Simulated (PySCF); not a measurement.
Level of theory: B3LYP-D3(BJ)/def2-TZVP (PySCF 2.14.0). Gas-phase values, no solvent. B3LYP has the VWN-RPA correlation part, as in Gaussian. 

Reference species (SMILES): `N#C` (neutral, multiplicity 1).

```yaml
LUMO: -0.02 eV
dipole_moment: 3.03 D
```

Changed species: `N#CN` (X = amino; the reference has X = H).

Predict the effect on the LUMO and dipole moment.

the LUMO falls by 0.22 eV, to -0.24 eV; the dipole moment goes up by 1.63 D, to 4.66 D.
